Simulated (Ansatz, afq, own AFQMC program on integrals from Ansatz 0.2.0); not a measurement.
AFQMC on a folder of integrals that Ansatz 0.2.0 wrote.

```yaml
crystal:
  periodic: [false, false, false]
  atoms:
    - {symbol: B, position_ang: [0.000000, 0.000000, 0.752901]}
    - {symbol: B, position_ang: [0.000000, 0.000000, -1.009563]}
    - {symbol: H, position_ang: [0.000000, 1.023985, 1.376457]}
    - {symbol: H, position_ang: [0.000000, -1.023985, 1.376457]}
basis:
  gaussian: {orbitals: 6-31G}
total_charge: 1
magnetization: {spin_polarized: true, initial_magnetization: 1}
correlation: {method: ccsd_t, electrons: outside_noble_gas, hamiltonian_folder: ham}
```

```sh
$ ansatz run in.yaml --threads 1 --pin off --events-out ev --progress --plain --max-ram 1382MiB
```

Options of the walk:

```
--method free --trial cisd --walkers 20 --time-step 0.05 --max-blocks 30 --target-error 0.00064 --factor-cut 1e-05 --seed 4374 --times 0,2,5,8,12 --taylor-order 8
```

Times are imaginary, in 1/Eh. The walk had a cap of 90 s.

```
orbitals 20  electrons 4 3  factors 134 of 316
reference energy -50.06980192 Eh
CCSD correlation -0.09236828 Eh in 12 cycles, weight of the determinant in the CISD state 0.9236
repeat  energy at the last time / Eh  error
    10  -50.162968  0.001611
    20  -50.163826  0.001144
    30  -50.164680  0.001265
time / (1/Eh)  energy / Eh  error  mean overlap
  0.00  -50.162160  0.000103  1.0827
  2.00  -50.164726  0.000226  1.0506
  5.00  -50.164643  0.000350  1.0952
  8.00  -50.164111  0.000550  1.0508
 12.00  -50.164680  0.001265  0.8503
energy -50.164680 +/- 0.001265 Eh
```

The run passed its tests (error under three times the target), which doesn't prove that it has relaxed.

Against this walk (error 34.4 meV) on the same determinant: CCSD(T) 19.9 meV higher (within the noise), CCSDT(Q) 0.2 meV lower (within the noise), CCSDTQ 0.4 meV lower (within the noise), full CI 0.4 meV lower (within the noise). The error is statistical, and a free projection of finite length keeps a remainder of its start.

A setting was made bad on purpose (projection too long), so the walk's energy isn't to be trusted.

Cautions: remainder of the start not in the error; error above the target (34.4 against 17.4 meV); so few walkers bias the energy; the time-step error isn't removed.

CCSDT and higher add their correlation energy to the determinant of the CCSD(T) run, since their own runs factorise the integrals more tightly (a shift of under 2 meV). A walk keeps the symmetry of its determinant, which the program's search chose and which needn't be the lowest solution, so a lower state of the same spin and another symmetry isn't excluded.
